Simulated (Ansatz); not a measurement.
This geometry of C₃H₉NO₂ (15 atoms, charge 0, multiplicity 1) is a first-order saddle point.

The calculation used Ansatz 0.2.0, RKS PBE0-D4/def2-SVP.

```xyz
15
Properties=species:S:1:pos:R:3
C 0.076 -2.329 0.022
C 0.678 -0.946 0.026
O -0.344 -0.011 -0.223
C 0.057 1.319 -0.142
N -1.046 2.062 -0.603
O 0.458 1.676 1.151
H -0.401 -2.545 -0.945
H 0.851 -3.088 0.205
H -0.690 -2.419 0.807
H 1.465 -0.861 -0.751
H 1.159 -0.726 0.996
H 0.980 1.474 -0.743
H -1.900 1.578 -0.826
H -1.012 3.067 -0.621
H -0.353 1.697 1.677
```

Question: Which two structures does it join? (They come from a converged band through this point; their orientation in space is the band's.)

Answer: No bond is made or broken. The height of N5 over the plane of its neighbours goes from -0.36 to 0.37 Å.

First end point:

```xyz
15
Properties=species:S:1:pos:R:3
C 0.082 -2.341 0.045
C 0.655 -0.945 0.047
O -0.395 -0.026 -0.132
C -0.001 1.308 -0.097
N -1.180 2.056 -0.405
O 0.493 1.703 1.135
H -0.435 -2.549 -0.904
H 0.880 -3.087 0.177
H -0.645 -2.460 0.862
H 1.402 -0.830 -0.766
H 1.181 -0.736 0.995
H 0.853 1.452 -0.797
H -1.685 1.622 -1.174
H -0.944 3.010 -0.663
H -0.285 1.773 1.707
```

Last end point:

```xyz
15
Properties=species:S:1:pos:R:3
C 0.095 -2.327 0.005
C 0.682 -0.938 0.007
O -0.344 -0.014 -0.270
C 0.038 1.318 -0.203
N -1.038 2.057 -0.773
O 0.386 1.683 1.108
H -0.365 -2.552 -0.968
H 0.874 -3.077 0.204
H -0.682 -2.420 0.778
H 1.480 -0.851 -0.758
H 1.146 -0.706 0.983
H 0.967 1.499 -0.778
H -1.928 1.716 -0.413
H -0.943 3.045 -0.554
H -0.390 1.517 1.660
```

Question: How far does it lie above each of them?

Answer: 0.168 eV above the first and 0.106 eV above the second. This is the barrier of this one path; another mechanism may lie lower.

Time of the run: 110 s on 2 threads of Intel(R) Xeon(R) 6975P-C (Granite Rapids) (shared host), peak memory 0.34 GiB.
